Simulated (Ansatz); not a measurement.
We consider 1T (CdI2-type) CdI₂, described by PBE-D4 (PAW; Ansatz, a first-principles code).

Run with plane-wave cutoff 520 eV, 12×12×6 k mesh (along the axes of the cell as run), perturbation theory, scalar-relativistic PAW data made under PBE.

Computed at the level's own relaxed cell.

Estimate the high-frequency dielectric constant (mean over three axes) and static dielectric constant (mean over three axes) that the calculation returns.


- high-frequency dielectric constant (mean over three axes) = 5.49
- static dielectric constant (mean over three axes) = 11.0

Note: the dispersion coefficients are held fixed in the derivatives.

Spin–orbit coupling is not included.
